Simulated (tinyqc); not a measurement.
Inside a calculation. Method: CIS and TDHF on RHF in the sto-3g basis, frozen core, for HF, spin multiplicity 1. Computed by tinyqc, a small Python program that keeps every step (integrals from PySCF). Settings: charge = 0, multiplicity = 1, basis = sto-3g, method = RHF, frozen orbitals = 1, energy threshold = 1e-10, iteration cap = 58, orthogonalisation = canonical, start = Wolfsberg-Helmholz matrix, DIIS depth = 6, TDHF = 1. Command: `OMP_NUM_THREADS=1 python tinyqc.py 30220 30221 out.jsonl` (the two numbers bound the seeds that draw the settings). One thread of a shared host (Intel(R) Xeon(R) Processor @ 2.60GHz), about 0.09 s of CPU time with the checks. The early iterations of the SCF are left out here.

## One-electron integrals

Geometry (angstrom):
```
atom,x,y,z
F,0.000000,0.000000,0.000000
H,0.000000,0.000000,1.018000
```

Basis sto-3g: exponents (1/bohr^2) and contraction coefficients of normalised primitives:
```
element,l (shell),exponent,coefficient
F,s (1),166.679130,0.154329
F,s (1),30.360812,0.535328
F,s (1),8.216821,0.444635
F,s (2),6.464803,-0.099967
F,s (2),1.502281,0.399513
F,s (2),0.488588,0.700115
F,p (3),6.464803,0.155916
F,p (3),1.502281,0.607684
F,p (3),0.488588,0.391957
H,s (1),3.425251,0.154329
H,s (1),0.623914,0.535328
H,s (1),0.168855,0.444635
```

Overlap, kinetic and nuclear-attraction integrals over the contracted functions; the nuclear repulsion is the sum of Za Zb / Rab.

nuclear repulsion = 4.67838399 hartree

overlap S, lower triangle:
```
,1F 1s,1F 2s,1F 2px,1F 2py,1F 2pz,2H 1s
1F 1s,1.000000
1F 2s,0.237990,1.000000
1F 2px,0.000000,0.000000,1.000000
1F 2py,0.000000,0.000000,0.000000,1.000000
1F 2pz,0.000000,0.000000,0.000000,0.000000,1.000000
2H 1s,0.038859,0.384031,0.000000,0.000000,0.313046,1.000000
```

kinetic energy T (hartree), lower triangle:
```
,1F 1s,1F 2s,1F 2px,1F 2py,1F 2pz,2H 1s
1F 1s,36.984577
1F 2s,-0.212858,1.037995
1F 2px,0.000000,0.000000,3.248015
1F 2py,0.000000,0.000000,0.000000,3.248015
1F 2pz,0.000000,0.000000,0.000000,0.000000,3.248015
2H 1s,-0.005428,0.080916,0.000000,0.000000,0.201165,0.760032
```

nuclear attraction V (hartree), lower triangle:
```
,1F 1s,1F 2s,1F 2px,1F 2py,1F 2pz,2H 1s
1F 1s,-77.529400
1F 2s,-9.300521,-12.059163
1F 2px,0.000000,0.000000,-11.936283
1F 2py,0.000000,0.000000,0.000000,-11.936283
1F 2pz,-0.012218,-0.149289,0.000000,0.000000,-12.026583
2H 1s,-1.560617,-3.490308,0.000000,0.000000,-2.501203,-5.771041
```

core Hamiltonian H = T + V (hartree), lower triangle:
```
,1F 1s,1F 2s,1F 2px,1F 2py,1F 2pz,2H 1s
1F 1s,-40.544823
1F 2s,-9.513378,-11.021168
1F 2px,0.000000,0.000000,-8.688269
1F 2py,0.000000,0.000000,0.000000,-8.688269
1F 2pz,-0.012218,-0.149289,0.000000,0.000000,-8.778568
2H 1s,-1.566045,-3.409392,0.000000,0.000000,-2.300039,-5.011009
```

## Two-electron integrals

Functions are numbered as in S; the eight-fold symmetry (ij|kl) = (ji|kl) = (kl|ij) leaves the list below.

Two-electron integrals (ij|kl) in chemists' order, unique and non-zero (hartree):
```
i,j,k,l,(ij|kl)
1,1,1,1,5.403501
2,1,1,1,0.841920
2,1,2,1,0.156299
2,2,1,1,1.268028
2,2,2,1,0.292344
2,2,2,2,0.926167
3,1,3,1,0.027998
3,2,3,1,0.043169
3,2,3,2,0.204588
3,3,1,1,1.264502
3,3,2,1,0.292403
3,3,2,2,0.925959
3,3,3,3,0.997514
4,1,4,1,0.027998
4,2,4,1,0.043169
4,2,4,2,0.204588
4,3,4,3,0.053770
4,4,1,1,1.264502
4,4,2,1,0.292403
4,4,2,2,0.925959
4,4,3,3,0.889973
4,4,4,4,0.997514
5,1,5,1,0.027998
5,2,5,1,0.043169
5,2,5,2,0.204588
5,3,5,3,0.053770
5,4,5,4,0.053770
5,5,1,1,1.264502
5,5,2,1,0.292403
5,5,2,2,0.925959
5,5,3,3,0.889973
5,5,4,4,0.889973
5,5,5,5,0.997514
6,1,1,1,0.139478
6,1,2,1,0.025674
6,1,2,2,0.047715
6,1,3,3,0.047641
6,1,4,4,0.047641
6,1,5,1,0.001055
6,1,5,2,0.001977
6,1,5,5,0.047868
6,1,6,1,0.004261
6,2,1,1,0.351643
6,2,2,1,0.082153
6,2,2,2,0.290188
6,2,3,3,0.285953
6,2,4,4,0.285953
6,2,5,1,0.005601
6,2,5,2,0.043619
6,2,5,5,0.298375
6,2,6,1,0.013691
6,2,6,2,0.111720
6,3,3,1,0.008619
6,3,3,2,0.050999
6,3,5,3,0.009195
6,3,6,3,0.016597
6,4,4,1,0.008619
6,4,4,2,0.050999
6,4,5,4,0.009195
6,4,6,4,0.016597
6,5,1,1,0.238624
6,5,2,1,0.056467
6,5,2,2,0.213511
6,5,3,3,0.204366
6,5,4,4,0.204366
6,5,5,1,0.011986
6,5,5,2,0.081450
6,5,5,5,0.231556
6,5,6,1,0.009808
6,5,6,2,0.100790
6,5,6,5,0.106837
6,6,1,1,0.504501
6,6,2,1,0.119802
6,6,2,2,0.487971
6,6,3,3,0.471237
6,6,4,4,0.471237
6,6,5,1,0.010308
6,6,5,2,0.112941
6,6,5,5,0.520878
6,6,6,1,0.020095
6,6,6,2,0.240304
6,6,6,5,0.251901
6,6,6,6,0.774606
```

## Orthogonalisation

S = U s U^T; canonical form X = U s^(-1/2), so that X^T S X = 1. Each column of U has its largest component positive (the first on a tie).

eigenvalues of S: 0.481029  0.845916  1.000000  1.000000  1.127149  1.545906

X:
```
,1,2,3,4,5,6
1F 1s,0.320169,0.749849,0.000000,0.000000,-0.583052,0.243792
1F 2s,-0.854278,-0.438321,0.000000,0.000000,-0.351499,0.473890
1F 2px,0.000000,0.000000,0.796706,-0.604367,0.000000,0.000000
1F 2py,0.000000,0.000000,0.604367,0.796706,0.000000,0.000000
1F 2pz,-0.576687,0.586796,0.000000,0.000000,0.603070,0.299658
2H 1s,0.956039,-0.288826,0.000000,0.000000,0.244948,0.522560
```

Within a degenerate level the vectors are fixed only up to a rotation; this is one choice.

## Iteration 7 (converged): orbitals

converged F (hartree), lower triangle:
```
,1F 1s,1F 2s,1F 2px,1F 2py,1F 2pz,2H 1s
1F 1s,-25.899648
1F 2s,-6.623447,-3.033161
1F 2px,0.000000,0.000000,-0.462197
1F 2py,0.000000,0.000000,0.000000,-0.462197
1F 2pz,-0.021002,-0.067677,0.000000,0.000000,-0.303897
2H 1s,-1.100197,-0.963241,0.000000,0.000000,-0.531309,-0.472668
```

Diagonalise F' = X^T F X, C = X C', fill 5 alpha and 5 beta electrons from the bottom; D = 2 C_occ C_occ^T. Each column has its largest component positive (the first on a tie).

F' = X^T F X (hartree), lower triangle:
```
,1,2,3,4,5,6
1,-0.351584
2,-2.833604,-10.506498
3,0.000000,0.000000,-0.462197
4,0.000000,0.000000,0.000000,-0.462197
5,2.196371,10.498959,0.000000,0.000000,-11.666450
6,-1.005033,-5.868285,0.000000,0.000000,6.585489,-4.853338
```

orbital energies (hartree): MO1 -25.909248, MO2 -1.444733, MO3 -0.554346, MO4 -0.462197, MO5 -0.462197, MO6 0.530458

coefficients C:
```
,MO1,MO2,MO3,MO4,MO5,MO6
1F 1s,0.994814,-0.252873,0.071537,0.000000,0.000000,0.073823
1F 2s,0.021742,0.961705,-0.373174,0.000000,0.000000,-0.453246
1F 2px,0.000000,0.000000,0.000000,0.983606,-0.180330,0.000000
1F 2py,0.000000,0.000000,0.000000,0.180330,0.983606,0.000000
1F 2pz,0.002266,0.061921,0.692862,0.000000,0.000000,-0.804045
2H 1s,-0.004704,0.137500,0.551410,0.000000,0.000000,1.003752
```

D after iteration 7, lower triangle:
```
,1F 1s,1F 2s,1F 2px,1F 2py,1F 2pz,2H 1s
1F 1s,2.117433
1F 2s,-0.496512,2.129214
1F 2px,0.000000,0.000000,2.000000
1F 2py,0.000000,0.000000,0.000000,2.000000
1F 2pz,0.072323,-0.397917,0.000000,0.000000,0.967794
2H 1s,-0.000007,-0.147281,0.000000,0.000000,0.781110,0.645963
```

Within a degenerate level the vectors are fixed only up to a rotation; this is one choice.

## Convergence

Stop when the energy changes by less than 1e-10 hartree and every element of the error matrix X^T (F D S - S D F) X is below 3e-06.

Course of the cycle:
```
iteration,E (hartree),change,largest element of the error matrix
1,-98.28817010,-,7.06e-01
2,-98.54972935,-2.62e-01,1.54e-01
3,-98.56818508,-1.85e-02,1.69e-02
4,-98.56835206,-1.67e-04,1.93e-03
5,-98.56835427,-2.21e-06,2.24e-05
6,-98.56835427,-4.09e-10,7.77e-07
7,-98.56835427,-5.68e-13,3.64e-10
```

PySCF RHF in the same basis = -98.56835427 hartree

Converged in 7 iterations.

## Integrals over molecular orbitals

(pq|rs) = sum C_ip C_jq C_kr C_ls (ij|kl), one index at a time.

one-electron integrals over orbitals h = C^T H C (hartree), lower triangle:
```
,1,2,3,4,5,6
1,-40.526908
2,0.709623,-9.136474
3,-0.191158,0.558298,-7.374097
4,0.000000,0.000000,0.000000,-8.688269
5,0.000000,0.000000,0.000000,0.000000,-8.688269
6,-0.201370,1.071945,1.984570,0.000000,0.000000,-6.097074
```

Two-electron integrals over orbitals (pq|rs), unique and non-zero (hartree); the lowest 1 orbital is frozen and left out:
```
p,q,r,s,(pq|rs)
2,2,2,2,0.859257
3,2,2,2,-0.030621
3,2,3,2,0.152913
3,3,2,2,0.738528
3,3,3,2,-0.037393
3,3,3,3,0.738426
4,2,4,2,0.183577
4,3,4,2,-0.038820
4,3,4,3,0.043906
4,4,2,2,0.883151
4,4,3,2,-0.076325
4,4,3,3,0.732560
4,4,4,4,0.997514
5,2,5,2,0.183577
5,3,5,2,-0.038820
5,3,5,3,0.043906
5,4,5,4,0.053770
5,5,2,2,0.883151
5,5,3,2,-0.076325
5,5,3,3,0.732560
5,5,4,4,0.889973
5,5,5,5,0.997514
6,2,2,2,-0.117651
6,2,3,2,-0.055726
6,2,3,3,-0.031652
6,2,4,4,-0.115507
6,2,5,5,-0.115507
6,2,6,2,0.094671
6,3,2,2,-0.186735
6,3,3,2,0.093249
6,3,3,3,-0.114800
6,3,4,4,-0.210915
6,3,5,5,-0.210915
6,3,6,2,0.051821
6,3,6,3,0.192900
6,4,4,2,-0.038568
6,4,4,3,-0.017167
6,4,6,4,0.030809
6,5,5,2,-0.038568
6,5,5,3,-0.017167
6,5,6,5,0.030809
6,6,2,2,0.669777
6,6,3,2,0.063931
6,6,3,3,0.666546
6,6,4,4,0.644684
6,6,5,5,0.644684
6,6,6,2,-0.063863
6,6,6,3,-0.017697
6,6,6,6,0.705187
```

## CIS matrix, singlets

A(ia,jb) = (e_a - e_i) d_ij d_ab + 2 (ia|jb) - (ij|ab).

CIS matrix A, singlet (hartree), lower triangle:
```
,2>6,3>6,4>6,5>6
2>6,1.494758
3>6,0.039712,0.804059
4>6,0.000000,0.000000,0.409589
5>6,0.000000,0.000000,0.000000,0.409589
```

## CIS singlet states

dipole integrals <i|r|a> (bohr):
```
,x,y,z
2>6,0.000000,0.000000,0.046271
3>6,0.000000,0.000000,1.003911
4>6,-0.018978,-0.003479,0.000000
5>6,0.003479,-0.018978,0.000000
```

Diagonalise A (1 hartree = 27.211386 eV); each vector has its largest component positive (the first on a tie). The transition dipole is mu = sqrt2 sum c_ia <i|r|a>.

singlet excitation energies (eV): 11.145493  11.145493  21.817647  40.736363

lowest vectors:
```
,state 1,state 2,state 3,state 4
2>6,0.000000,0.000000,-0.057212,0.998362
3>6,0.000000,0.000000,0.998362,0.057212
4>6,-0.017586,0.999845,0.000000,0.000000
5>6,0.999845,0.017586,0.000000,0.000000
```

oscillator strengths 2/3 w |mu|^2: 0.000203  0.000203  1.068232  0.021436

Within a degenerate level the vectors are fixed only up to a rotation; this is one choice.

## TDHF (RPA) singlet states

B(ia,jb) = 2 (ia|jb) - (ib|ja); the squared energies are the eigenvalues of (A - B)(A + B); 1 hartree = 27.211386 eV.

TDHF matrix B, singlet (hartree), lower triangle:
```
,2>6,3>6,4>6,5>6
2>6,0.094671
3>6,0.051821,0.192900
4>6,0.000000,0.000000,0.030809
5>6,0.000000,0.000000,0.000000,0.030809
```

squared energies w^2 (hartree^2): 0.166814  0.166814  0.605561  2.226862

TDHF energies from the positive w^2 (eV): 11.113918  11.113918  21.175304  40.606663

## CIS matrix, triplets

A(ia,jb) = (e_a - e_i) d_ij d_ab - (ij|ab).

CIS matrix A, triplet (hartree), lower triangle:
```
,2>6,3>6,4>6,5>6
2>6,1.305415
3>6,-0.063931,0.418258
4>6,0.000000,0.000000,0.347971
5>6,0.000000,0.000000,0.000000,0.347971
```

## CIS triplet states

Diagonalise A (1 hartree = 27.211386 eV); each vector has its largest component positive (the first on a tie).

triplet excitation energies (eV): 9.468776  9.468776  11.256673  35.646872

lowest vectors:
```
,state 1,state 2,state 3,state 4
2>6,0.000000,0.000000,0.071509,0.997440
3>6,0.000000,0.000000,0.997440,-0.071509
4>6,-0.020192,0.999796,0.000000,0.000000
5>6,0.999796,0.020192,0.000000,0.000000
```

Within a degenerate level the vectors are fixed only up to a rotation; this is one choice.

## TDHF (RPA) triplet states

B(ia,jb) = - (ib|ja); the squared energies are the eigenvalues of (A - B)(A + B); 1 hartree = 27.211386 eV.

TDHF matrix B, triplet (hartree), lower triangle:
```
,2>6,3>6,4>6,5>6
2>6,-0.094671
3>6,-0.051821,-0.192900
4>6,0.000000,0.000000,-0.030809
5>6,0.000000,0.000000,0.000000,-0.030809
```

squared energies w^2 (hartree^2): 0.120135  0.120135  0.130146  1.705532

TDHF energies from the positive w^2 (eV): 9.431589  9.431589  9.816726  35.536990
